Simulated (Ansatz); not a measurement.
**HB–BH, singlet: the ladder up to full CI**

Geometry: a point of a breathe scan, not a stationary point.

```xyz
4

B     0.0000    0.0000    1.3108
B     0.0000    0.0000   -1.3108
H     0.0000    0.0000    3.3319
H     0.0000    0.0000   -3.3319
```

Basis 6-31G; Ansatz 0.2.0. Correlated methods freeze the noble-gas cores, which leaves 8 electrons in 20 orbitals. R marks a restricted (for open shells ROHF) determinant, U an unrestricted one. Active spaces: valence = (8e, 10o) chosen from the atoms' valence shells; pair = (2e, 2o) about the gap.

Full CI is exact within this basis and frozen core; it isn't the basis-set limit. The frozen core follows each run's orbitals, which can shift R against U totals by a few meV.

Unrestricted rows (U) aren't spin-pure: their determinants' ⟨S²⟩ exceeds S(S+1) by up to 1.59, so they mix in states of higher spin.

- UHF ⟨S²⟩: 1.589
- T1 diagnostic (RCCSD): 0.0292
- largest doubles amplitude (RCCSD): 0.205

| level | E − E(full CI) (kJ/mol) | share of correlation (%) | wall time |
| --- | --- | --- | --- |
| RHF | 471.8 | 0.00 | – |
| UHF | 390.6 | 17.21 | 1.9 s |
| RMP2 | 203.3 | 56.91 | – |
| CISD | 74.1 | 84.30 | 0.61 s |
| RCCSD | 14.2 | 96.99 | – |
| RCCSD(T) | 3.6 | 99.23 | 0.74 s |
| BCCD(T) | 3.9 | 99.17 | 0.79 s |
| RCCSDT | 0.3 | 99.94 | – |
| CISDTQ | 5.7 | 98.79 | 7 s |
| RCCSDT(Q) | 0.0 | 100.00 | 1.5 s |
| RCCSDTQ | 0.0 | 100.00 | 20 s |
| CASSCF (pair space) | 374.3 | 20.67 | – |
| NEVPT2 (pair space) | 170.8 | 63.81 | 0.73 s |
| MRCISD (pair space) | 46.3 | 90.18 | – |
| MRCISD+Q (pair space) | -13.1 | 102.78 | 1.6 s |
| CASSCF (valence space) | 61.0 | 87.08 | – |
| NEVPT2 (valence space) | 19.0 | 95.98 | 15 s |
| NEVPT4(SD) (valence space) | 3.5 | 99.26 | 20 s |
| MRCISD (valence space) | 1.7 | 99.64 | – |
| MRCISD+Q (valence space) | 0.8 | 99.83 | 22 s |

The correlation energy at full CI, counted from RHF, is -4.890 eV. That run took 1.9 min on 1 thread of Intel Xeon, shared host over 2,949,353 determinants.

Times hold each run's SCF and search for its determinant on a shared host, so for small cases they say little of a method's own cost; they ran on 1 thread of Intel Xeon.

Not variational, and here over 5 meV under the exact energy: MRCISD+Q (pair space).

The full-CI state has the irrep Ag of D2h, in the program's axes (one component, if the state is degenerate).

Natural occupations of full CI about the gap: 1.898 1.893 1.878 1.747 0.184 0.103 0.080 0.080 0.057 0.057; effectively unpaired electrons, Σ n²(2−n)², 0.55.
